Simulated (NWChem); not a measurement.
**Basis-set dependence for phosphine (H$_{3}$P)**

SMILES: P
```xyz
4

P     -0.1302    -0.0034     0.0000
H      0.6666    -0.5810     1.0357
H      0.6666    -0.5810    -1.0357
H      0.6204     1.2123     0.0000
```
Charge 0, spin multiplicity 1.

All runs are NWChem calculations. Structure: optimised with PBE0/def2-SVP, a minimum by its harmonic frequencies.

Hartree-Fock energies in Ha, correlation energies in mHa.

The correlated methods keep 5 core orbitals frozen. Coupled-cluster values serve here as a point of comparison, not as the truth.

| basis | functions | RHF | MP2 | SCS-MP2 | CCSD | CCSD+T(CCSD) | CCSD(T) | CR-CCSD[T] | CR-CCSD(T) | CCSDT | RI-MP2 |
|---|---|---|---|---|---|---|---|---|---|---|---|
| 3-21G | 19 | -340.70373 | -66.3 | -73.9 | -87.8 | -88.6 | -88.6 | -88.5 | -88.5 | -88.8 | not run |
| cc-pVDZ | 33 | -342.47016 | -135.0 | -142.6 | -163.9 | -167.6 | -167.5 | -167.1 | -167.0 | -168.2 | -134.9 |
| cc-pVTZ | 76 | -342.48681 | -170.4 | -180.4 | -198.8 | -205.7 | -205.5 | -204.7 | -204.6 | not run | -170.4 |
| cc-pVQZ | 149 | -342.49170 | -182.3 | -193.8 | -208.4 | not run | not run | -215.2 | -215.0 | not run | -182.2 |

From cc-pVTZ to cc-pVQZ the Hartree-Fock energy moves by -4.9 mHa and the MP2 correlation energy by -11.9 mHa, which is 7 % of its value in the larger set.
